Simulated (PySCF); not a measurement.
Compound: 1,1,2,2-tetrafluoroethane, C2H2F4.
SMILES: `FC(F)C(F)F`

Method used: MP2 and CCSD/aug-cc-pVDZ in PySCF, restricted Hartree–Fock reference, frozen core, non-relativistic, gas phase, PBE0-D3(BJ)/def2-SVP geometry.

E(HF) = -474.71198 Eh.

How large is the problem?

156 basis functions and 50 electrons; 6 orbitals frozen, which leaves o = 19 correlated occupied and v = 131 virtual orbitals. That is o·v = 2489 singles and o·v(o·v + 1)/2 = 3098805 distinct closed-shell doubles amplitudes before symmetry; the costliest CCSD step grows as o²v⁴ = 1.1 × 10^11.

What are the MP2 and CCSD correlation energies?

MP2 -1.0831 Eh and CCSD -1.1065 Eh, which gives totals of -475.79510 and -475.81849 Eh. That is 0.792 eV for each correlated electron at CCSD (2905 kJ/mol in all, 0.233 % of the total energy); MP2 gives 97.9 % of the CCSD value.

What is the T1 diagnostic?

0.0135, below the customary warning level of 0.02. It is the norm of the spatial-orbital singles amplitudes over the root of the number of correlated electrons, so the norm is 0.083.

No triples correction and no basis-set extrapolation were made.

Conformer computed: `[F:1][CH:2]([F:3])[CH:4]([F:5])[F:6]`: F1–C2–C4–F5 180°.

One conformer stands for the species.
